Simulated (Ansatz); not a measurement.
**Nudged elastic band run: CH₄BF**

The input (input.yaml):

```yaml
crystal:
  periodic: [false, false, false]
  atoms:
    - { symbol: B, position_ang: [-0.722509, 0.111374, -0.532499] }
    - { symbol: C, position_ang: [0.531302, -0.077851, 0.362183] }
    - { symbol: F, position_ang: [0.682325, -1.349014, 0.917998] }
    - { symbol: H, position_ang: [-1.504904, -0.771589, -0.726031] }
    - { symbol: H, position_ang: [-0.884957, 1.189663, -1.031659] }
    - { symbol: H, position_ang: [0.517952, 0.665566, 1.181493] }
    - { symbol: H, position_ang: [1.442091, 0.163951, -0.217284] }
basis:
  gaussian: { orbitals: "6-31G*" }
hamiltonian:
  xc: r2scan
  dispersion: d4
neb:
  order_check: false
  images: 4
  f_tol: 0.03
  max_iterations: 60
  initial_path: idpp
  climbing: false
  final_atoms:
    - { symbol: B, position_ang: [-0.72245727, 0.11124349, -0.53271198] }
    - { symbol: C, position_ang: [0.5307838, -0.07774114, 0.36270924] }
    - { symbol: F, position_ang: [0.68638162, -1.35121262, 0.91226372] }
    - { symbol: H, position_ang: [-0.8901352, 1.19293314, -1.02299763] }
    - { symbol: H, position_ang: [-1.49914614, -0.77460192, -0.73579214] }
    - { symbol: H, position_ang: [0.51470622, 0.66136726, 1.18564177] }
    - { symbol: H, position_ang: [1.44116697, 0.1701118, -0.21491198] }
```

Launched with:

```bash
$ ansatz run input.yaml --threads 1 --pin off --max-ram 2048MiB --backend cpu --events-out ev --progress --plain --runs-dir out
```

Output, in part (warnings, iteration lines, the closing report on the highest movable image, with atoms numbered from 0):

```
NEB end point (image 0): max|allowed force component| = 2.723e-3 eV/Å (the criterion of neb.relax_end_points is 1.000e-2)
NEB end point (image 5): max|allowed force component| = 6.452e-3 eV/Å (the criterion of neb.relax_end_points is 1.000e-2)
NEB iter   1: max|band force component| = 1.833e0 eV/Å  barrier→ = 0.4541 eV  barrier← = 0.4541 eV  Δτ_max = 0.0792 Å  (144 SCF iters)
NEB iter   2: max|band force component| = 6.044e-1 eV/Å  barrier→ = 0.3339 eV  barrier← = 0.3339 eV  Δτ_max = 0.1509 Å  (108 SCF iters)
NEB iter   3: max|band force component| = 8.531e-1 eV/Å  barrier→ = 0.2963 eV  barrier← = 0.2963 eV  Δτ_max = 0.0747 Å  (108 SCF iters)
NEB iter   4: max|band force component| = 5.268e-1 eV/Å  barrier→ = 0.2719 eV  barrier← = 0.2720 eV  Δτ_max = 0.0619 Å  (111 SCF iters)
NEB iter   5: max|band force component| = 2.289e-1 eV/Å  barrier→ = 0.2577 eV  barrier← = 0.2577 eV  Δτ_max = 0.0168 Å  (111 SCF iters)
NEB iter   6: max|band force component| = 5.399e-2 eV/Å  barrier→ = 0.2557 eV  barrier← = 0.2557 eV  Δτ_max = 0.0077 Å  (115 SCF iters)
NEB iter   7: max|band force component| = 1.798e-2 eV/Å  barrier→ = 0.2556 eV  barrier← = 0.2556 eV  Δτ_max = 0.0000 Å  (219 SCF iters)
Total energy: -4491.38045962 eV, -165.0551875239 hartree
Atom 0 at    -0.723261     0.157617    -0.507855 Å, force     0.003630    -0.004169    -0.019677 eV/Å
Atom 1 at     0.529180     0.045871     0.448558 Å, force     0.006303    -0.004007     0.010499 eV/Å
Atom 2 at     0.901290    -1.260687     0.002095 Å, force    -0.014723     0.010392     0.019241 eV/Å
Atom 3 at    -1.845003     0.047559    -0.102107 Å, force     0.008219    -0.023258     0.000457 eV/Å
Atom 4 at    -0.513018     0.236641    -1.682753 Å, force    -0.009143     0.027672     0.002609 eV/Å
Atom 5 at     0.342599    -0.023063     1.526304 Å, force     0.000961     0.008579    -0.001247 eV/Å
Atom 6 at     1.369513     0.728161     0.269958 Å, force     0.004753    -0.015208    -0.011881 eV/Å
Dipole moment:    -0.001971     0.295025     0.162227 e Å
```

It converged. No image climbed, so the highest image needn't sit at the top of the path.

Final band (atoms are numbered from 1 in the order of the input):

| image | path coordinate (Å) | energy (kJ/mol) | dihedral H5–B1–C2–F3 (°) |
| --- | --- | --- | --- |
| 0 | 0.00 | 0.0 | -180 |
| 1 | 0.78 | 12.0 | -145 |
| 2 | 1.56 | 24.6 | -105 |
| 3 | 2.34 | 24.7 | -68 |
| 4 | 3.12 | 11.9 | -36 |
| 5 | 3.90 | 0.0 | 0 |

Run time: 27 s on 1 thread of Intel(R) Xeon(R) 6975P-C (Granite Rapids), on a shared host, peak memory 0.11 GiB.
